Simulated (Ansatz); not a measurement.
Geometry optimisation, RHF/def2-SVP in Ansatz.

Input file:

```yaml
crystal:
  periodic: [false, false, false]
  atoms:
    - { symbol: Si, position_ang: [0.0, 0.0, 0.0] }
    - { symbol: Si, position_ang: [1.3097, 0.0, 2.0349] }
    - { symbol: H, position_ang: [-0.0051, -0.4067, 2.5222] }
    - { symbol: H, position_ang: [2.3193, -0.9353, 2.5222] }
    - { symbol: H, position_ang: [1.6149, 1.342, 2.5222] }
    - { symbol: H, position_ang: [1.6588, 0.0, 0.0648] }
    - { symbol: "N", position_ang: [-0.8572, 1.4851, -0.6061] }
    - { symbol: H, position_ang: [-1.8773, 1.43, -0.8888] }
    - { symbol: H, position_ang: [-0.3367, 2.4058, -0.6766] }
    - { symbol: H, position_ang: [-0.6877, -1.1914, -0.4862] }
basis:
  gaussian: { orbitals: def2-SVP }
hamiltonian:
  xc: hf
relax:
  f_tol: 0.15
  max_steps: 25
  restrain:
    - { distance: [1, 5], at: 2.66, k: 30.0 }
    - { distance: [0, 1], at: 2.22, k: 30.0 }
    - { distance: [0, 5], at: 1.46, k: 30.0 }
```

Launched with:

```bash
$ ansatz run input.yaml --threads 1 --pin off --max-ram 2048MiB --backend cpu --events-out ev --progress --plain --runs-dir out
```

Where does it end, and by what steps?

The run converged. The restraints hold the end off the free minimum. After 10 steps the energy has fallen by 4.140 eV (the restraints' own energy left out); H3 moved furthest, 0.78 Å.

| step | energy less start (eV) | largest force component (eV/Å) | accepted |
| --- | --- | --- | --- |
| 0 | 0.0000 | 4.055 | yes |
| 1 | -1.4719 | 3.082 | yes |
| 2 | -2.6666 | 2.576 | yes |
| 3 | -3.6584 | 1.584 | yes |
| 4 | -4.0213 | 2.332 | yes |
| 5 | -4.0975 | 1.822 | yes |
| 6 | -4.1176 | 1.694 | yes |
| 7 | -4.0640 | 1.656 | no |
| 8 | -4.1274 | 1.672 | yes |
| 9 | -4.1304 | 1.638 | yes |
| 10 | -4.1398 | 1.674 | yes |

```xyz
10
Properties=species:S:1:pos:R:3
Si 0.199 0.062 0.000
Si 0.971 0.041 2.115
H 0.019 -0.126 3.245
H 1.955 -1.073 2.164
H 1.716 1.311 2.331
H 1.578 0.085 -0.502
N -0.837 1.365 -0.455
H -1.315 1.362 -1.335
H -0.705 2.296 -0.111
H -0.442 -1.195 -0.444
```

Run time: 8.1 s on 1 thread of AMD EPYC 9R45 96-Core Processor (Zen 5) (shared host), peak memory 0.16 GiB.
